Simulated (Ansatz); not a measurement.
Process, species as SMILES: [C-]#[S+] (C-S) → CS+ (doublet, bonded as [C-]#[S+]) + e-
B3LYP-D3(BJ)/def2-TZVP geometries, fixed; electronic energies without zero-point terms.

Effect of a fitting basis named in the input at MP2/cc-pV(T+d)Z with Ansatz (a first-principles code), against the last row, where the adiabatic ionisation energy is 12.07 eV. Cores are frozen. An unrestricted Hartree-Fock determinant is markedly spin-contaminated. Open shells are unrestricted. The default fits or decomposes integrals by the program's own choice; accuracy: high also tightens integrals, grids and stops.

```csv
setting,largest shift of a total energy (mEh),shift of the adiabatic ionisation energy (eV)
fitting: def2-universal-jkfit and def2-SVP-RIFIT,-2.981,-0.014
fitting: def2-universal-jkfit and cc-pVDZ-RIFIT,-2.668,-0.013
fitting: def2-universal-jkfit and cc-pVTZ-RIFIT,0.066,0.000
fitting: def2-universal-jkfit and aug-cc-pVTZ-RIFIT,0.068,0.000
fitting: def2-universal-jkfit and cc-pVQZ-RIFIT,0.098,0.000
fitting: def2-universal-jkfit and aug-cc-pVQZ-RIFIT,0.099,0.000
accuracy: high,-0.001,0.000
accuracy: medium (default),0.000,0.000
```

Within 0.01 eV in the adiabatic ionisation energy: fitting: def2-universal-jkfit and cc-pVTZ-RIFIT; fitting: def2-universal-jkfit and aug-cc-pVTZ-RIFIT; fitting: def2-universal-jkfit and cc-pVQZ-RIFIT; fitting: def2-universal-jkfit and aug-cc-pVQZ-RIFIT; accuracy: high. The largest shift is 2.981 mEh in a total energy and 0.014 eV in the difference.
